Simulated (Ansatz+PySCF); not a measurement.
Two shapes of singlet BNH6.

Shape 1:

```xyz
8

B     0.0000    0.0000   -0.9155
N     0.0000    0.0000    0.7196
H     0.0000   -1.1803   -1.2418
H    -1.0222    0.5901   -1.2418
H     1.0222    0.5901   -1.2418
H     0.0000    0.9514    1.0887
H    -0.8239   -0.4757    1.0887
H     0.8239   -0.4757    1.0887
```

Shape 2:

```xyz
8

B    -0.0009   -0.0469   -0.8981
N     0.0271   -0.0101    0.7603
H     0.0480   -1.1730   -1.2297
H    -1.0455    0.5784   -1.2845
H     0.9829    0.5596   -1.2364
H     0.0302    0.9600    1.1276
H    -0.8685   -0.4962    1.0983
H     0.7807   -0.4709    1.0640
```

Basis set: def2-SVP (spherical functions). Frozen core: 2 orbitals. Charge 0, multiplicity 1.

Computed with Ansatz (development build ahead of 0.2.0); each method stands on the lowest determinant of its kind that the runs found.

Problem. Which shape is lower in energy, and by how much in each method?

Solution.

```tsv
method	E(2) − E(1) (eV)
RHF	0.346
UHF-MP2	0.364
UHF-CCSD	0.362
UHF-CCSD(T)	0.363
ωB97X (restricted)	0.355
```

Shape 1 is lower.
